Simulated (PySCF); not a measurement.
# XPS shifts beside NMR shieldings

Compound: C₄H₅F.
SMILES with atom numbers: `[F:1][CH2:2][C:3]1=[CH:4][CH2:5]1`

Geometry (GFN2-xTB, Å), atoms numbered from 1 in this order:
```xyz
10
C4H5F angstrom
F      2.1666   -0.9882   -0.4634
C      1.4538    0.0385    0.1108
C      0.0115   -0.1284   -0.0797
C     -1.0361   -0.7555   -0.5241
C     -1.3105    0.5149    0.2282
H      1.7098    0.0466    1.1791
H      1.8053    0.9700   -0.3538
H     -1.4773   -1.5675   -1.0446
H     -1.6095    1.4062   -0.3127
H     -1.7047    0.4682    1.2376
```

Binding energies: delta-SCF UKS SCAN, pcX-2 on the ionised atom, pcseg-1 elsewhere, spin-free X2C in PySCF. Shieldings: GIAO PBE0/pcSseg-1, non-relativistic, same geometry.

| atom | C 1s (eV) |
| --- | --- |
| C2 | 293.64 |
| C3 | 291.07 |
| C4 | 290.70 |
| C5 | 291.06 |

Q: What are the absolute isotropic shieldings of these atoms?

A: 
| atom | environment | C 1s (eV) | isotropic shielding (ppm) |
| --- | --- | --- | --- |
| C4 | alkene CH carbon | 290.70 | 77.1 |
| C5 | allylic carbon | 291.06 | 177.4 |
| C3 | fully substituted alkene carbon | 291.07 | 61.6 |
| C2 | sp3 C–F carbon | 293.64 | 101.0 |

Q: Among the listed atoms, is the one with the highest binding energy also the least shielded?

A: No. The highest binding energy is at C2 (293.64 eV, shielding 101.0 ppm), the lowest shielding at C3 (61.6 ppm, 291.07 eV).

By binding energy: C4 < C5 ≈ C3 < C2. By shielding: C3 < C4 < C2 < C5.

Isolated species at its GFN2-xTB geometry (one conformer only).
